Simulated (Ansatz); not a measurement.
C8H18 can be A, `CCC(CC)C(C)C`, or B, `CC(C)(C)C(C)(C)C`.

Isolated molecules relaxed with PBE0-D4/def2-TZVP in Ansatz; ΔE leaves out vibrations. CBS: MP2 limit from def2 TZ/QZ plus the TZ coupled-cluster correction, frozen cores. DFT in def2-TZVPP. B3LYP here is the variant with VWN-RPA as its local correlation; programs differ in this. Each species was taken in one conformer, which may not be the lowest.

**Question.** Which is lower in electronic energy at CCSD(T)/CBS, and by how much? (Estimate.)

**Answer.** The calculation gave: B, by 2.4 kcal/mol.

**Question.** Give E(B) − E(A) in kcal/mol with B3LYP-D4, B2PLYP, r2SCAN-D4, ωB97M-V, B3LYP, MP2/def2-TZVPP, CCSD/def2-TZVPP. (An estimate is asked.)

**Answer.** Computed: B3LYP-D4 -0.4, B2PLYP -0.1, r2SCAN-D4 -1.6, ωB97M-V -2.0, B3LYP 2.3, MP2/def2-TZVPP -4.1, CCSD/def2-TZVPP -1.8. The order is the other way round with B3LYP.

Largest T1 diagnostic: 0.009.

In def2-TZVPP, CCSD(T) changes the Hartree–Fock value by −6.0 kcal/mol (the triples alone add −1.0 kcal/mol) and MP2 by −7.4 kcal/mol. The D4 term adds −2.6 kcal/mol with B3LYP and −1.4 kcal/mol with PBE0; it sums over pairs of atoms, weighted by their polarisabilities, and B3LYP, whose exchange is more repulsive, gets the larger term.
